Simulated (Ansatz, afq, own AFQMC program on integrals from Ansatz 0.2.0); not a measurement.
# Where AFQMC and coupled cluster stand for Cu, quartet

A free Cu atom.

Basis def2-SVP. Noble-gas cores (and the filled d shells of Ga–Kr and In–Xe) are frozen. Integrals, coupled cluster, full CI and functionals: Ansatz 0.2.0; the random walks run on the same integrals in our own AFQMC program. ph-AFQMC/CISD is guided by a CISD state made of CCSD amplitudes; releasing the constraint for a short imaginary time cuts its bias at the price of noise, slowly where states lie close. Uncertainties: one standard error, sampling alone. The metal's outer-core s and p shells are frozen, which shifts wave-function levels against functionals.

Determinant: UHF, the one that the program's search chose, which needn't be the lowest solution.

No full CI on the walks' own integrals is used here; CCSDTQ serves as the reference and is uncertain by about the last step of the cluster series.

Cautions: no relativity below Rb; outer-core shells of the metal frozen; another spin lies lower (by 5.61 eV); the released energies move by 1.5 errors or more from one time to the next, so no released level is given (meV from the phaseless value at times in 1/Eh: -3 ± 3 at 0.60, -3 ± 3 at 1.20, -5 ± 4 at 2.00, -17 ± 8 at 3.00, -2 ± 16 at 4.20).

```
T1 diagnostic                               : 0.0079
weight of the determinant in the CISD state : 0.954
⟨S²⟩ of the determinant                     : 3.751
size of the correlated space                : 11 electrons in 22 orbitals
```

Reference: CCSDTQ, correlation energy -5.198 eV.

```tsv
level	E − E(reference) (kJ/mol)	share of correlation (%)
HF	501.5	0.00
MP2	8.3	98.34
CCSD	24.0	95.22
CCSD(T)	5.9	98.82
CCSDT	-0.2	100.04
CCSDT(Q)	1.0	99.81
ph-AFQMC/CISD	7.8 ± 0.2	98.44
```

CCSDT and higher add their correlation energy to the determinant of the CCSD(T) run, since their own runs factorise the integrals more tightly (a shift of under 2 meV).
